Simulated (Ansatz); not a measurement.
# BH2Cl (SMILES BCl): CCSD(T)/STO-3G

Aim: the vertical ionisation energy of BH2Cl at CCSD(T)/STO-3G, from 2 runs. 

Program for the calculation: Ansatz 0.2.0.

56 further runs of the same task are left out: 2 that didn't finish, 54 set aside as unsound or not needed.

**1. The structure to begin with**

BH2Cl has 4 atoms, charge 0, and is taken as a singlet. SMILES: `BCl`. The coordinates come from a PBE0-D4/def2-TZVP relaxation.

Bond lengths: B1–Cl2 1.733 Å, B1–H3 1.190 Å, B1–H4 1.190 Å. Angles: Cl2–B1–H3 118.1°, Cl2–B1–H4 118.1°, H3–B1–H4 123.7°.

**2. The energy at CCSD(T)/STO-3G**

Input file run.yaml:

```yaml
crystal:
  periodic: [false, false, false]
  atoms:
    - {symbol: B, position_ang: [-0.116700, 0.021700, -0.075300]}
    - {symbol: Cl, position_ang: [1.365000, -0.395300, 0.721200]}
    - {symbol: H, position_ang: [-1.106200, -0.559500, 0.240400]}
    - {symbol: H, position_ang: [-0.086600, 0.872800, -0.906600]}
basis:
  gaussian:
    orbitals: STO-3G
correlation:
  method: ccsd_t
  frozen_orbitals: {B: 1, Cl: 5, H: 0}
accuracy: high
scf:
  omitted_lower_state_checks: [cluster_reference, increment]
```

Launch:

```sh
$ ansatz run run.yaml --threads 1 --pin off --max-ram 2610MiB --events-out events.jsonl --progress --plain --runs-dir runs
```

Standard output, shortened:

```text
Warning: RAYON_NUM_THREADS=1 ignored (pool sized by the plan → 1); use --threads N
Functional definition: HF
  name "HF"
[...]
263 factors; integrals over basis functions are off by at most 1.2e-8 eV
[...]
mean field -13064.96573360 eV, -480.1286349581 hartree, gradient 9.6e-8 eV, S^2 0.000000; 0 other end points of the search recorded, 0 dependent functions left out
6 core orbitals not correlated: weight in the atoms' cores, before any rotation towards them, 1.000 or more for the frozen orbitals, at most 0.000 for the correlated occupied ones
reference -13064.96573360 eV, -480.1286349581 hartree; 6, 6 occupied and 4, 4 virtual orbitals, 263 factors
second order -1.19794143 eV of doubles, -0.00000000 eV of singles
cycle   1  -1.45013211 eV  change   -2.5e-1 eV  update   5.4e-2
[...]
cycle  17  -1.61316173 eV  change   4.4e-11 eV  update  3.1e-10
perturbative correction -0.03875305 eV, -0.0014241484 hartree
Total energy: -13066.61764839 eV, -480.1893417067 hartree
Checks for a lower state left out: cluster_reference, increment
```

Run time: 0.12 s. Hardware: 1 thread of Arm Neoverse V1, shared host.

**3. The doublet cation**

Input file in.yaml:

```yaml
basis:
  gaussian: {orbitals: STO-3G}
crystal:
  periodic: [false, false, false]
  atoms:
    - {symbol: B, position_ang: [-0.116700, 0.021700, -0.075300]}
    - {symbol: Cl, position_ang: [1.365000, -0.395300, 0.721200]}
    - {symbol: H, position_ang: [-1.106200, -0.559500, 0.240400]}
    - {symbol: H, position_ang: [-0.086600, 0.872800, -0.906600]}
magnetization: {spin_polarized: true, initial_magnetization: 1}
total_charge: 1
scf: {omitted_lower_state_checks: [cluster_reference, increment]}
accuracy: high
correlation: {method: ccsd_t, frozen_orbitals: {B: 1, Cl: 5, H: 0}}
```

Launch:

```sh
$ ansatz run in.yaml --threads 1 --pin off --max-ram 2610MiB --events-out events.jsonl --progress --plain --runs-dir runs
```

Standard output, shortened:

```text
Warning: RAYON_NUM_THREADS=1 ignored (pool sized by the plan → 1); use --threads N
Functional definition: HF
  name "HF"
[...]
261 factors; integrals over basis functions are off by at most 1.2e-8 eV
[...]
mean field -13054.91519627 eV, -479.7592845237 hartree, gradient 4.7e-8 eV, S^2 0.753712; 6 other end points of the search recorded, 0 dependent functions left out
6 core orbitals not correlated: weight in the atoms' cores, before any rotation towards them, 1.000 or more for the frozen orbitals, at most 0.000 for the correlated occupied ones
reference -13054.91519627 eV, -479.7592845237 hartree; 6, 5 occupied and 4, 5 virtual orbitals, 261 factors
second order -1.13202960 eV of doubles, -0.00000000 eV of singles
cycle   1  -1.41914629 eV  change   -2.9e-1 eV  update   5.5e-2
[...]
cycle  23  -1.67790713 eV  change  -9.5e-10 eV  update  6.5e-10
perturbative correction -0.03290860 eV, -0.0012093686 hartree
Total energy: -13056.62601200 eV, -479.8221558421 hartree
Checks for a lower state left out: cluster_reference, increment
```

Wall time 0.22 s (1 thread of Arm Neoverse V1, shared host).

**4. Results**

Level: CCSD(T)/STO-3G, 6 core orbitals frozen.

| quantity | value |
| --- | --- |
| singlet BH2Cl: total energy | -480.18934 Eh |
| singlet BH2Cl: correlation energy (6 core orbitals frozen) | -60.7 mEh |
| singlet BH2Cl: (T) correction | -1.42 mEh |
| singlet BH2Cl: T1 diagnostic | 0.014 |
| doublet cation: total energy | -479.82216 Eh |
| doublet cation: correlation energy (6 core orbitals frozen) | -62.9 mEh |
| doublet cation: (T) correction | -1.21 mEh |
| doublet cation: ⟨S²⟩ of the reference determinant | 0.754 |
| doublet cation: T1 diagnostic | 0.032 |
| vertical ionisation energy (to the doublet cation) | 9.992 eV |

Removing an electron at fixed nuclei costs 9.99 eV (230 kcal/mol). In a minimal basis such a difference can be off by several eV, whatever the method. The triples (singlet BH2Cl) make up 2.3 % of the correlation energy. The triples (doublet cation) make up 1.9 % of the correlation energy.
